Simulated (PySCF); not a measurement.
**SiCl2 (SMILES Cl[Si]Cl): levels of theory compared**

We compute a comparison of 6 runs (HF/STO-3G, HF/cc-pVDZ, HF/def2-SVP, BP86/cc-pVDZ, PBE/def2-SVP, PBE0/def2-SVP) of SiCl2. Input form: a Python script.

The calculation is run with PySCF 2.14.0.

## Step 1: Starting point

SiCl2 has 3 atoms, charge 0, and is taken as a singlet. SMILES: `Cl[Si]Cl`. The coordinates come from a PBE0-D4/def2-TZVP relaxation.

Bond lengths: Cl1–Si2 2.077 Å, Si2–Cl3 2.077 Å. Angles: Cl1–Si2–Cl3 101.3°.

## Step 2: Energy and gradient at HF/STO-3G (run 1)

calc.py reads:

```python
# Cl[Si]Cl
from pyscf import gto, scf

molecule = gto.Mole()
molecule.atom = [
    ('Cl', (0.293800, 1.603800, 0.338000)),
    ('Si', (-0.770100, -0.010400, -0.422000)),
    ('Cl', (0.476300, -1.593400, 0.084000)),
]
molecule.basis = 'sto-3g'
molecule.spin = 0
molecule.verbose = 3
molecule.max_memory = 1860
molecule.charge = 0
molecule.build()

mf = scf.RHF(molecule)
mf.conv_tol = 1e-10
mf.kernel()
if not mf.converged:
    mf = mf.newton().run(mf.mo_coeff, mf.mo_occ)

e_final = mf.e_tot
print('E(%s) = %.9f' % ('HF', e_final))
grad = mf.nuc_grad_method().kernel()
dip = mf.dip_moment()
pop, q = mf.mulliken_pop()
```

Command:

```bash
$ OMP_NUM_THREADS=1 python calc.py
```

Standard output:

```text
converged SCF energy = -1194.84420630839
E(HF) = -1194.844206308
--------------- RHF gradients ---------------
         x                y                z
0 Cl    -0.0102448515    -0.0084372524    -0.0065321604
1 Si     0.0214162475     0.0003150819     0.0117385533
2 Cl    -0.0111713960     0.0081221705    -0.0052063928
----------------------------------------------
Dipole moment(X, Y, Z, Debye): -2.73671, -0.03666, -1.49963
 ** Mulliken pop  **
pop of  0 Cl 1s           1.99998
pop of  0 Cl 2s           1.99913
pop of  0 Cl 3s           1.98400
pop of  0 Cl 2px          1.99759
pop of  0 Cl 2py          1.99493
pop of  0 Cl 2pz          1.99800
pop of  0 Cl 3px          1.85548
pop of  0 Cl 3py          1.69931
pop of  0 Cl 3pz          1.87200
pop of  1 Si 1s           1.99989
pop of  1 Si 2s           1.99632
pop of  1 Si 3s           1.81988
pop of  1 Si 2px          1.96437
pop of  1 Si 2py          1.95845
pop of  1 Si 2pz          1.95790
pop of  1 Si 3px          0.67338
pop of  1 Si 3py          0.46958
pop of  1 Si 3pz          0.35940
pop of  2 Cl 1s           1.99998
pop of  2 Cl 2s           1.99913
pop of  2 Cl 3s           1.98400
pop of  2 Cl 2px          1.99688
pop of  2 Cl 2py          1.99510
pop of  2 Cl 2pz          1.99853
pop of  2 Cl 3px          1.81383
pop of  2 Cl 3py          1.70919
pop of  2 Cl 3pz          1.90379
 ** Mulliken atomic charges  **
charge of    0Cl =     -0.40041
charge of    1Si =      0.80083
charge of    2Cl =     -0.40043
```

It took 1.8 s on 1 thread of Intel Xeon at 2.70GHz, shared host; peak memory 0.12 GiB.

## Step 3: Energy and gradient at HF/cc-pVDZ (run 2)

input.py reads:

```python
import pyscf.grad
from pyscf import gto

mol = gto.M(
    atom='''
Cl       0.293800       1.603800       0.338000
Si      -0.770100      -0.010400      -0.422000
Cl       0.476300      -1.593400       0.084000
''',
    max_memory=1860,
    charge=0,
    spin=0,
    verbose=4,
    basis='cc-pvdz',
)

hf = mol.RHF()
hf.conv_tol = 1e-10
hf.kernel()
if not hf.converged:
    hf = hf.newton().run(hf.mo_coeff, hf.mo_occ)

e_final = hf.e_tot
print('Final energy', e_final)
grad = hf.Gradients().kernel()
hf.analyze()
```

Command:

```bash
$ OMP_NUM_THREADS=1 python input.py
```

Standard output:

```text
PySCF version 2.14.0

[INPUT] num. atoms = 3
[INPUT] num. electrons = 48
[INPUT] charge = 0
[INPUT] spin (= nelec alpha-beta = 2S) = 0
[INPUT] symmetry False subgroup None
[INPUT] Mole.unit = angstrom
[INPUT] Symbol           X                Y                Z      unit          X                Y                Z       unit  Magmom
[INPUT]  1 Cl     0.293800000000   1.603800000000   0.338000000000 AA    0.555201535397   3.030742758577   0.638727430103 Bohr   0.0
[INPUT]  2 Si    -0.770100000000  -0.010400000000  -0.422000000000 AA   -1.455278088528  -0.019653151695  -0.797464424566 Bohr   0.0
[INPUT]  3 Cl     0.476300000000  -1.593400000000   0.084000000000 AA    0.900076553130  -3.011089606882   0.158736994463 Bohr   0.0

nuclear repulsion = 168.862006424239
number of shells = 15
number of NR pGTOs = 123
number of NR cGTOs = 54
basis = cc-pvdz
ecp = {}

[... 40 lines left out ...]
Final energy -1208.0066783909976
[... 15 lines left out ...]
DFT Exchange-Correlation Energy =      -75.519930198892894
[... 7 lines left out ...]
MO #6   energy= -8.03352925359344  occ= 2
[... 5 lines left out ...]
MO #12  energy= -6.22910095943343  occ= 2
[... 5 lines left out ...]
MO #18  energy= -0.676819925287912 occ= 2
[... 5 lines left out ...]
MO #24  energy= -0.37560171438047  occ= 2
[... 5 lines left out ...]
MO #30  energy= 0.418646350146805  occ= 0
[... 5 lines left out ...]
MO #36  energy= 0.565617944918902  occ= 0
[... 5 lines left out ...]
MO #42  energy= 0.896048828024049  occ= 0
[... 5 lines left out ...]
MO #48  energy= 1.04680745096147   occ= 0
[... 5 lines left out ...]
MO #54  energy= 1.51636801893758   occ= 0
[... 21 lines left out ...]
pop of  1 Si 2s           1.99996
pop of  1 Si 3s           1.71107
pop of  1 Si 4s           0.01371
pop of  1 Si 2px          1.99999
pop of  1 Si 2py          1.99999
pop of  1 Si 2pz          1.99999
pop of  1 Si 3px          0.73828
pop of  1 Si 3py          0.46598
pop of  1 Si 3pz          0.38550
pop of  1 Si 4px          0.00541
pop of  1 Si 4py          0.01548
pop of  1 Si 4pz          0.00186
pop of  1 Si 3dxy         0.01810
pop of  1 Si 3dyz         0.01223
pop of  1 Si 3dz^2        0.00925
pop of  1 Si 3dxz         0.00848
pop of  1 Si 3dx2-y2      0.01106
pop of  2 Cl 1s           2.00000
pop of  2 Cl 2s           1.99997
pop of  2 Cl 3s           1.85889
pop of  2 Cl 4s           0.00095
pop of  2 Cl 2px          2.00000
pop of  2 Cl 2py          2.00000
pop of  2 Cl 2pz          2.00000
pop of  2 Cl 3px          1.81313
pop of  2 Cl 3py          1.73929
pop of  2 Cl 3pz          1.87130
pop of  2 Cl 4px          0.00145
pop of  2 Cl 4py          0.00121
pop of  2 Cl 4pz          0.00067
pop of  2 Cl 3dxy         0.00649
pop of  2 Cl 3dyz         0.00258
pop of  2 Cl 3dz^2        0.00205
pop of  2 Cl 3dxz         0.00137
pop of  2 Cl 3dx2-y2      0.00251
 ** Mulliken atomic charges  **
charge of    0Cl =     -0.30180
charge of    1Si =      0.60365
charge of    2Cl =     -0.30185
Dipole moment(X, Y, Z, Debye): -1.15211, -0.01512, -0.63129
```

Wall time 3.3 s (1 thread of Intel Xeon at 2.70GHz, shared host); peak memory 0.13 GiB.

Run 3 isn't shown in full; the table further down has it.

## Step 4: Energy and gradient at BP86/cc-pVDZ (run 4)

input.xyz reads:

```xyz
3

Cl     0.293800     1.603800     0.338000
Si    -0.770100    -0.010400    -0.422000
Cl     0.476300    -1.593400     0.084000
```

run.py reads:

```python
import pyscf.grad
from pyscf import gto, dft

molecule = gto.M(
    atom='input.xyz',
    basis='cc-pvdz',
    max_memory=1860,
    verbose=3,
)

mf = dft.RKS(molecule)
mf.xc = 'bp86'
mf.grids.level = 5
mf.conv_tol = 1e-10
mf.kernel()
if not mf.converged:
    mf = mf.newton().run(mf.mo_coeff, mf.mo_occ)

e_final = mf.e_tot
print('E = %.10f Eh' % e_final)
grad = mf.Gradients().kernel()
mf.analyze()
```

Command:

```bash
$ OMP_NUM_THREADS=1 python run.py
```

Standard output:

```text
converged SCF energy = -1210.07693712828
E = -1210.0769371283 Eh
--------------- RKS gradients ---------------
         x                y                z
0 Cl    -0.0089219122    -0.0153628650    -0.0065770151
1 Si     0.0195754981     0.0002839183     0.0107310564
2 Cl    -0.0106534979     0.0150879987    -0.0041540887
----------------------------------------------
**** MO energy ****
MO #1   energy= -100.74647377621   occ= 2
MO #2   energy= -100.746463460321  occ= 2
MO #3   energy= -65.5565179828499  occ= 2
MO #4   energy= -9.19739227060366  occ= 2
MO #5   energy= -9.19736581022549  occ= 2
MO #6   energy= -7.01744103269561  occ= 2
MO #7   energy= -7.01742990412014  occ= 2
MO #8   energy= -7.01383786682367  occ= 2
MO #9   energy= -7.01382556316863  occ= 2
MO #10  energy= -7.01136441468839  occ= 2
MO #11  energy= -7.01135181754927  occ= 2
MO #12  energy= -5.13943674925158  occ= 2
MO #13  energy= -3.55385318251283  occ= 2
MO #14  energy= -3.55137495793899  occ= 2
MO #15  energy= -3.54786851213106  occ= 2
MO #16  energy= -0.783581163184312 occ= 2
MO #17  energy= -0.757764760166995 occ= 2
MO #18  energy= -0.471334240415458 occ= 2
MO #19  energy= -0.375544107152533 occ= 2
MO #20  energy= -0.3362839051853   occ= 2
MO #21  energy= -0.335923736474729 occ= 2
MO #22  energy= -0.306702159108996 occ= 2
MO #23  energy= -0.288072410301721 occ= 2
MO #24  energy= -0.246743437954313 occ= 2
MO #25  energy= -0.135810726384252 occ= 0
MO #26  energy= -0.0266038073108599 occ= 0
MO #27  energy= -0.0163288741005676 occ= 0
MO #28  energy= 0.167223876621141  occ= 0
MO #29  energy= 0.219753121139483  occ= 0
MO #30  energy= 0.229499421731502  occ= 0
MO #31  energy= 0.238693608260067  occ= 0
MO #32  energy= 0.261700365336219  occ= 0
MO #33  energy= 0.29087218484098   occ= 0
MO #34  energy= 0.300839537349594  occ= 0
MO #35  energy= 0.347041308047164  occ= 0
MO #36  energy= 0.35344714310975   occ= 0
MO #37  energy= 0.481529294861121  occ= 0
MO #38  energy= 0.515865869253068  occ= 0
MO #39  energy= 0.519748637363236  occ= 0
MO #40  energy= 0.541513189006244  occ= 0
MO #41  energy= 0.547864555112728  occ= 0
MO #42  energy= 0.615770486167521  occ= 0
MO #43  energy= 0.656465075978106  occ= 0
MO #44  energy= 0.657455078400455  occ= 0
MO #45  energy= 0.65820342518946   occ= 0
MO #46  energy= 0.675222860193358  occ= 0
MO #47  energy= 0.717781996893992  occ= 0
MO #48  energy= 0.753624273296971  occ= 0
MO #49  energy= 0.763192210909043  occ= 0
MO #50  energy= 0.775425150598759  occ= 0
MO #51  energy= 0.78917505793821   occ= 0
MO #52  energy= 0.880733238528475  occ= 0
MO #53  energy= 1.15785001494657   occ= 0
MO #54  energy= 1.18254008316649   occ= 0
 ** Mulliken atomic charges  **
charge of    0Cl =     -0.21299
charge of    1Si =      0.42602
charge of    2Cl =     -0.21303
Dipole moment(X, Y, Z, Debye): -0.72241, -0.00937, -0.39582
```

It took 13 s on 1 thread of Intel Xeon at 2.70GHz, shared host; peak memory 0.54 GiB.

Run 5 isn't shown in full; the table further down has it.

## Step 5: Energy and forces at PBE0/def2-SVP (run 6)

run.py reads:

```python
import pyscf.grad
from pyscf import gto, dft

system = gto.M(
    atom='''
Cl   0.293800   1.603800   0.338000
Si  -0.770100  -0.010400  -0.422000
Cl   0.476300  -1.593400   0.084000
''',
    max_memory=1860,
    charge=0,
    basis='def2-svp',
    verbose=3,
)

myscf = dft.RKS(system)
myscf.xc = 'pbe0'
myscf.grids.level = 5
myscf.conv_tol = 1e-10
myscf.kernel()
if not myscf.converged:
    myscf = myscf.newton().run(myscf.mo_coeff, myscf.mo_occ)

energy = myscf.e_tot
print('E = %.10f Eh' % energy)
grad = myscf.Gradients().kernel()
dip = myscf.dip_moment()
pop, q = myscf.mulliken_pop()
```

Command:

```bash
$ OMP_NUM_THREADS=1 python run.py
```

Standard output:

```text
converged SCF energy = -1209.15001046267
E = -1209.1500104627 Eh
--------------- RKS gradients ---------------
         x                y                z
0 Cl    -0.0022708555    -0.0038567199    -0.0016717076
1 Si     0.0049709376     0.0000853218     0.0027255416
2 Cl    -0.0026987624     0.0037743448    -0.0010595713
----------------------------------------------
Dipole moment(X, Y, Z, Debye): -0.75091, -0.00978, -0.41145
 ** Mulliken pop  **
pop of  0 Cl 1s           1.99943
pop of  0 Cl 2s           1.98581
pop of  0 Cl 3s           1.26165
pop of  0 Cl 4s           0.70069
pop of  0 Cl 2px          1.97764
pop of  0 Cl 2py          1.97661
pop of  0 Cl 2pz          1.97730
pop of  0 Cl 3px          0.72835
pop of  0 Cl 3py          0.69732
pop of  0 Cl 3pz          0.71244
pop of  0 Cl 4px          1.09428
pop of  0 Cl 4py          1.00917
pop of  0 Cl 4pz          1.10225
pop of  0 Cl 3dxy         0.00647
pop of  0 Cl 3dyz         0.00430
pop of  0 Cl 3dz^2        0.00224
pop of  0 Cl 3dxz         0.00210
pop of  0 Cl 3dx2-y2      0.00389
pop of  1 Si 1s           1.99957
pop of  1 Si 2s           1.98852
pop of  1 Si 3s           1.37910
pop of  1 Si 4s           0.46166
pop of  1 Si 2px          1.97509
pop of  1 Si 2py          1.97384
pop of  1 Si 2pz          1.97222
pop of  1 Si 3px          0.35449
pop of  1 Si 3py          0.31733
pop of  1 Si 3pz          0.20438
pop of  1 Si 4px          0.30071
pop of  1 Si 4py          0.15114
pop of  1 Si 4pz          0.22848
pop of  1 Si 3dxy         0.06902
pop of  1 Si 3dyz         0.04348
pop of  1 Si 3dz^2        0.02733
pop of  1 Si 3dxz         0.02271
pop of  1 Si 3dx2-y2      0.04700
pop of  2 Cl 1s           1.99943
pop of  2 Cl 2s           1.98581
pop of  2 Cl 3s           1.26165
pop of  2 Cl 4s           0.70070
pop of  2 Cl 2px          1.97734
pop of  2 Cl 2py          1.97668
pop of  2 Cl 2pz          1.97753
pop of  2 Cl 3px          0.71873
pop of  2 Cl 3py          0.69959
pop of  2 Cl 3pz          0.71977
pop of  2 Cl 4px          1.06899
pop of  2 Cl 4py          1.01519
pop of  2 Cl 4pz          1.12157
pop of  2 Cl 3dxy         0.00750
pop of  2 Cl 3dyz         0.00321
pop of  2 Cl 3dz^2        0.00240
pop of  2 Cl 3dxz         0.00191
pop of  2 Cl 3dx2-y2      0.00398
 ** Mulliken atomic charges  **
charge of    0Cl =     -0.24195
charge of    1Si =      0.48394
charge of    2Cl =     -0.24199
```

It took 11 s on 1 thread of Intel Xeon at 2.70GHz, shared host; peak memory 0.55 GiB.

## Step 6: Overview of the runs

| run | level | integration grid | energy (Eh) | dipole moment (D) | HOMO energy (eV) | LUMO energy (eV) | wall time |
| --- | --- | --- | --- | --- | --- | --- | --- |
| 1 | HF/STO-3G | – | -1194.844206 | 3.12 | -8.38 | 3.71 | 1.8 s |
| 2 | HF/cc-pVDZ | – | -1208.006678 | 1.31 | -10.22 | 0.29 | 3.3 s |
| 3 | HF/def2-SVP | – | -1207.613290 | 1.19 | -10.12 | 0.40 | 2 s |
| 4 | BP86/cc-pVDZ | 5 | -1210.076937 | 0.82 | -6.71 | -3.70 | 13 s |
| 5 | PBE/def2-SVP | 5 | -1209.050961 | 0.63 | -6.48 | -3.49 | 10 s |
| 6 | PBE0/def2-SVP | 5 | -1209.150010 | 0.86 | -7.65 | -2.79 | 11 s |

## Step 7: What came out

| quantity | value |
| --- | --- |
| run 6: total energy | -1209.15001 Eh |
| run 6: dipole moment | 0.86 D |
| run 6: HOMO energy | -7.65 eV |
| run 6: LUMO energy | -2.79 eV |
| run 6: HOMO–LUMO gap | 4.86 eV |
| run 6: largest force on an atom | 0.292 eV/Å |

In words: The dipole moment (its size) runs from 0.63 D (PBE/def2-SVP) to 3.12 D (HF/STO-3G). The two ends differ in method and basis. The HOMO–LUMO gap runs from 3.00 eV (PBE/def2-SVP) to 12.09 eV (HF/STO-3G). Totals of different functionals can't be ranked against each other. In run 1 the basis is minimal, so the values are rough. All runs together took 41 s, the longest 13 s.
